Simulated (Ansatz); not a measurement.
A made-up structure of C₃H₇ (charge -1), closed shell:

```
atom    x (Å)    y (Å)    z (Å)
  C1  -1.1272   0.2526  -0.3551
  C2   0.2522   0.4366  -0.2131
  C3   0.4779  -0.5676   0.6452
  H4  -1.3382  -0.6170  -1.1210
  H5  -1.3527   1.1803  -0.6433
  H6   0.5274   1.4905   0.2639
  H7   1.0023   0.3299  -1.1617
  H8   1.4929  -0.4347   0.7347
  H9  -0.1437  -0.4352   1.6399
 H10   0.2089  -1.6353   0.2105
```

It is relaxed with PBE-D4/def2-SVPD and then PBE0-D4/def2-TZVPD (Ansatz 0.2.0). Atoms count as bonded within 1.22 times the sum of their covalent radii (H–H: 0.88 Å). The end point is not checked to be a true minimum.

Question: Does its bonding change? (Judge from chemistry; the calculation decides.)

Answer: The calculation gives: No: no bond forms or breaks.

Where it ends: The first stage lowers the energy by 3.07 eV in 10 steps. It ends as C₃H₇ ([CH2][CH2][CH3]), total charge -1:
```xyz
10
angstrom
C -1.2742 0.3833 -0.5206
C 0.2020 0.4242 -0.2234
C 0.6453 -0.6569 0.7662
H -1.5136 -0.3931 -1.2663
H -1.6391 1.3437 -0.9158
H 0.4571 1.4005 0.2172
H 0.8967 0.3242 -1.1017
H 1.7297 -0.6262 0.9704
H 0.0902 -0.5492 1.7045
H 0.4059 -1.6507 0.3695
```

Labels in which every atom is bracketed show which atoms are joined, not bond orders.

For scale, one of the runs: PBE0-D4/def2-TZVPD relaxation, 174 basis functions, launched by `ansatz run in.yaml --threads 2 --pin off --events-out ev --progress --plain --max-ram 4352MiB`. The run took about 10 s on 2 CPU threads of an AMD EPYC 9B45 (shared host).
